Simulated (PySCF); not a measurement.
NMR parameters from quadrupole coupling constants

Species: CH2O.
Cartesian coordinates in Å at the PBE0-D3(BJ)/def2-SVP level; atoms count from 1:
```xyz
4
CH2O angstrom
C      0.0018   -0.0004   -0.0004
O      1.1451   -0.2060   -0.2854
H     -0.7410   -0.8263    0.1417
H     -0.4060    1.0326    0.1441
```

The species is `C=O` (CH2O).

Computed at PBE0/pcSseg-1 (PySCF, non-relativistic):

| atom | environment | nucleus | spin I | Q (b) | CQ = χzz (MHz) | η |
| --- | --- | --- | --- | --- | --- | --- |
| O2 | aldehyde oxygen | 17O | 5/2 | -0.0256 | 13.301 | 0.678 |

Task: Recover the principal values of the field gradient from CQ = 234.96 MHz × Q × Vzz, η = (Vxx − Vyy)/Vzz and a zero trace.

Result: The tensor is traceless, so η fixes the two smaller values:

```tsv
atom	Vxx (au)	Vyy (au)	Vzz (au)	Vzz (10²¹ V/m²)
O2	0.356	1.855	-2.211	-21.49
```

Task: PQ = |CQ|√(1 + η²/3), νQ = 3|CQ|/[2I(2I − 1)], ν0 = |g|·7.62259 MHz/T·B with g(17O) = −0.75752: values at 14.1 T?

Result: 
```
atom  PQ (MHz)  νQ (MHz)  ν0 (MHz)  νQ/ν0
  O2     14.28     1.995     81.42  0.025
```

For O2: PQ = 13.30 × 1.0739, νQ = 13.30 × 0.1500, ν0 = 5.7742 MHz/T × 14.1 T.

Task: Second-order quadrupolar shift of the central transition's centre of gravity (half-integer spins, νQ < ν0/10) at 14.1, 18.8 and 23.5 T.

Result: δ = −(3/40)(PQ/ν0)² [I(I + 1) − 3/4]/[I²(2I − 1)²], in ppm:

```
     site  14.1 T  18.8 T  23.5 T
17O at O2    -185    -104   -66.5
```

Geometry: PBE0-D3(BJ)/def2-SVP; no solvent, vibrations or thermal averaging. The basis is small and wasn't made for field gradients, so the couplings can be 20 % off.
